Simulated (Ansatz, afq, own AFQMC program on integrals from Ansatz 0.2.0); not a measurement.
# SiH4 + HO, doublet in cc-pVDZ along one coordinate

```yaml
atoms:
  - { symbol: Si, position_ang: [-0.9804, 0.0193, 0.0000] }
  - { symbol: H, position_ang: [-1.4753, 1.4190, 0.0000] }
  - { symbol: H, position_ang: [-1.4753, -0.6806, 1.2122] }
  - { symbol: H, position_ang: [-1.4753, -0.6806, -1.2122] }
  - { symbol: H, position_ang: [0.5042, 0.0193, 0.0000] }
  - { symbol: O, position_ang: [1.8366, 0.0193, 0.0000] }
  - { symbol: H, position_ang: [2.0884, -0.9207, 0.0000] }
```

A hydrogen atom is moved from one rigid fragment to the other; the Si1–H5 distance tells how far. The two fragments are held close together, so this isn't a minimum-energy path and the start is a compressed complex. Energies in mEh count from this geometry (1.485 Å) at the same level; the start stands on UHF, each point on the determinant named.

Basis cc-pVDZ. Only valence electrons are correlated. AFQMC by an in-house program on the Cholesky factors that Ansatz 0.2.0 writes for its CCSD(T) run. The CISD trial takes its coefficients from CCSD amplitudes. Released means that phaseless walkers are propagated on without the constraint, phases kept. Error bars are statistical, one sigma.

| r(Si1–H5) / Å | det. | T1 | weight | ⟨S²⟩ | CCSD(T) | ph-AFQMC/CISD | released AFQMC | CCSDT(Q) | CCSD | MP2 |
| --- | --- | --- | --- | --- | --- | --- | --- | --- | --- | --- |
| 1.582 | UHF | 0.021 | 0.87 | 0.78 | -7.2 | -7.0 ± 0.2 | -6.8 ± 0.3 | -7.3 | -6.7 | -9.2 |
| 1.631 | UHF | 0.019 | 0.87 | 0.78 | -11.7 | -11.6 ± 0.2 | -11.5 ± 0.3 | -11.8 | -11.1 | -15.6 |
| 1.680 | UHF | 0.016 | 0.87 | 0.78 | -16.7 | -16.8 ± 0.2 | -16.6 ± 0.2 | -16.8 | -16.2 | -22.7 |
| 1.729 | UHF | 0.014 | 0.87 | 0.77 | -21.9 | -22.0 ± 0.2 | -21.5 ± 0.3 | -21.9 | -21.5 | -29.5 |
| 1.827 | UHF | 0.013 | 0.88 | 0.76 | -29.3 | -29.4 ± 0.2 | -28.8 ± 0.2 | -29.2 | -29.3 | -38.4 |

Weight is that of the determinant in the CISD state; at the start T1 is 0.022 and the weight 0.87, and ⟨S²⟩ is 0.77. Largest departures from CCSDT(Q), at the points where its series has closed: CCSD(T) -0.1 mEh at 1.827 (on UHF), ph-AFQMC/CISD 0.3 mEh at 1.582 (on UHF) (within the noise), released AFQMC 0.5 mEh at 1.582 (on UHF) (within the noise), CCSD 0.7 mEh at 1.631 (on UHF), MP2 -9.2 mEh at 1.827 (on UHF).

Some points may be missing: those where a free walk finds a much lower state, and past Zn most of those on another determinant than at the start.

CCSDT and higher add their correlation energy to the determinant of the CCSD(T) run, since their own runs factorise the integrals more tightly (a shift of under 2 meV). A walk keeps the symmetry of its determinant, which the program's search chose and which needn't be the lowest solution, so a lower state of the same spin and another symmetry isn't excluded. Released energies are given only where the last usable release times agree within the noise; a slower fall can still hide under it.
